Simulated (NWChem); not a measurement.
System: C$_{3}$H$_{7}$, doublet; SMILES C[CH]C

Input file for NWChem:

```
start job
memory heap 200 mb stack 900 mb global 1100 mb
geometry units angstroms noautosym nocenter noautoz
  C      0.192645     0.015844     1.301326
  C     -0.523795    -0.134293     0.000000
  C      0.192645     0.015844    -1.301326
  H     -0.399873    -0.364267     2.141453
  H      1.154758    -0.516075     1.295644
  H      0.428381     1.072096     1.529952
  H     -1.611037    -0.101280     0.000000
  H     -0.399873    -0.364267    -2.141453
  H      0.428381     1.072096    -1.529952
  H      1.154758    -0.516075    -1.295644
end
basis spherical
  C library pcj-1
  H library pcj-1
end
dft
  odft
  mult 2
  xc xcamb88 1.00 lyp 0.81 vwn_5 0.19 hfexch 1.00
  cam 0.33 cam_alpha 0.19 cam_beta 0.46
  iterations 150
end
property
  hyperfine
end
task dft property
```

In the optimisation the excess spin sits in a' (Cs, its own frame). The geometry was optimised at B3LYP/6-31G* (spherical d), spin-unrestricted. No stability test was run on the SCF state.

Fermi-contact couplings, non-relativistic, static geometry.

Atoms are numbered as in the input.

### Question
Predict the main results of this run. (CAM-B3LYP/pcJ-1, spin-unrestricted, contact and dipolar terms.) Quantities: A(iso) 13C atom 2 (MHz); A(iso) 13C atom 3 (MHz); A(iso) 1H atom 7 (MHz); A(iso) 1H atom 8 (MHz); A(iso) 1H atom 9 (MHz); A(iso) 1H atom 10 (MHz); <S²>.

### Answer
| Quantity | Value |
|---|---|
| A(iso) 13C atom 2 (MHz) | 105 |
| A(iso) 13C atom 3 (MHz) | -33.1 |
| A(iso) 1H atom 7 (MHz) | -61.9 |
| A(iso) 1H atom 8 (MHz) | 21.7 |
| A(iso) 1H atom 9 (MHz) | 143 |
| A(iso) 1H atom 10 (MHz) | 50.4 |
| <S²> | 0.754 |
